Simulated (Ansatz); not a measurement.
Species: C2H5O, charge 0, doublet. C2H5O (SMILES CO[CH2], doublet).
B3LYP-D3(BJ)/def2-TZVP minimum from Ansatz (an electronic-structure program):
```
O
C 1 1.3519
H 2 1.0790 1 114.02
H 2 1.0842 3 121.78 1 -153.23
C 1 1.4201 2 115.23 3 -176.73
H 5 1.0876 1 107.01 2 177.56
H 5 1.0936 6 109.69 1 -120.06
H 5 1.0948 6 109.52 7 -119.96
```
Charge 0, spin multiplicity 2.

Quantity: atomisation energy (electronic, to ground-state atoms), in kJ/mol. Open shells are spin-unrestricted; no spin-orbit coupling. CBS(X,Y): correlation extrapolated as X^-3, Hartree-Fock from the larger set. A bracket is a step between two methods taken in the basis named. The functionals are non-relativistic, so their misses hold any scalar relativity. 'core' is core correlation in cc-pwCVTZ, 'X2C' scalar relativity in cc-pVTZ-DK, both at CCSD(T). Where a partner has so few electrons that a lower coupled-cluster level is exact, that level stands in.

CCSD(T)/CBS(cc-pVTZ,cc-pVQZ) + [CCSDT(Q) - CCSD(T)]/cc-pVDZ + core + X2C (Ansatz) gives 2911.2 kJ/mol.

Problem. How far off this value is PBE/def2-TZVPD (Ansatz), in which direction, and which of these levels come nearer: r2SCAN/def2-TZVPD, B3LYP/def2-TZVPD, PBE0/def2-TZVPD, wB97M-V/def2-TZVPD, CCSD(T)/CBS(cc-pVTZ,cc-pVQZ) + core + X2C?

Solution. PBE gives 2974.0 kJ/mol, 62.8 kJ/mol above it. Differences of the others: r2SCAN/def2-TZVPD (Ansatz) 11.9; B3LYP/def2-TZVPD (Ansatz) -6.3; PBE0/def2-TZVPD (Ansatz) 3.6; wB97M-V/def2-TZVPD (Ansatz) -0.2; CCSD(T)/CBS(cc-pVTZ,cc-pVQZ) + core + X2C (Ansatz) -2.4 kJ/mol. Nearer than PBE: r2SCAN/def2-TZVPD, B3LYP/def2-TZVPD, PBE0/def2-TZVPD, wB97M-V/def2-TZVPD, CCSD(T)/CBS(cc-pVTZ,cc-pVQZ) + core + X2C.
